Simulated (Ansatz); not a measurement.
## Ansatz (development build ahead of 0.2.0) run

```yaml
crystal:
  periodic: [false, false, false]
  atoms:
    - { symbol: "N", position_ang: [0.0, 0.0, 0.56499] }
    - { symbol: "N", position_ang: [0.0, 0.0, -1.69497] }
basis:
  gaussian: { orbitals: pcseg-2 }
magnetization:
  spin_polarized: true
hamiltonian:
  xc: { name: wB97X }
```

The input is written out in the form of the current development build from the run's settings.

The run gave:

| Item | Value |
| --- | --- |
| Converged | yes |
| Total energy | -109.19145 hartree |
| Spin squared of the determinant | 2.747 |
| Stability test | minimum |

Caution: the unrestricted determinant is a mixture of spin states.
